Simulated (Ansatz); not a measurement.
Compounds of Si with 4 ligands, in which OH is traded for H. Quantity: electronic atomisation energy to ground-state atoms, in kcal/mol. Structures are relaxed separately at B3LYP-D3(BJ)/def2-TZVP in Ansatz (a program for electronic structure), one conformer each, not searched for the lowest. Valence correlation only, unless marked. UHF or UKS for open shells. Spin-orbit coupling is left out. No relativistic terms. CBS(X,Y): correlation extrapolated as X^-3; Hartree-Fock from the larger set. The first level has limits of its own: it lacks core correlation, which all-electron functionals hold.

```csv
n(H),species (SMILES),"CCSD(T)/CBS(cc-pV(T+d)Z,cc-pV(Q+d)Z) (Ansatz)",PBE/def2-TZVPD (Ansatz),wB97X-V/def2-TZVPD (Ansatz)
1,O[SiH](O)O,758.1,751.9,749.6
2,O[SiH2]O,609.2,601.5,604.0
3,O[SiH3],?,?,?
4,[SiH4] (SiH4),325.6,313.5,326.6
```

Problem. Fit a straight line through the known rows at each level by least squares, predict the withheld row (n(H) = 3), and compare with the run.

Solution. 
- The known rows have mean n(H) = 2.33333 and Σ(n(H) - mean)² = 4.6667.
- CCSD(T)/CBS(cc-pV(T+d)Z,cc-pV(Q+d)Z): mean 564.300, Σ(n(H) - mean)(y - mean) = -671.200, slope -143.828 kcal/mol a step; the line gives 564.300 + (-143.828)×(3 - 2.33333) = 468.4; the run gives 464.1, -4.3 from the line, whose largest residual on the known rows is 3.0.
- PBE/def2-TZVPD: mean 555.633, Σ(n(H) - mean)(y - mean) = -680.533, slope -145.827 kcal/mol a step; the line gives 555.633 + (-145.827)×(3 - 2.33333) = 458.4; the run gives 454.2, -4.2 from the line, whose largest residual on the known rows is 2.7.
- wB97X-V/def2-TZVPD: mean 560.067, Σ(n(H) - mean)(y - mean) = -656.467, slope -140.670 kcal/mol a step; the line gives 560.067 + (-140.670)×(3 - 2.33333) = 466.3; the run gives 462.1, -4.2 from the line, whose largest residual on the known rows is 3.0.
- PBE minus the first level along the series: -6.2, -7.7, -9.9, -12.1 kcal/mol.
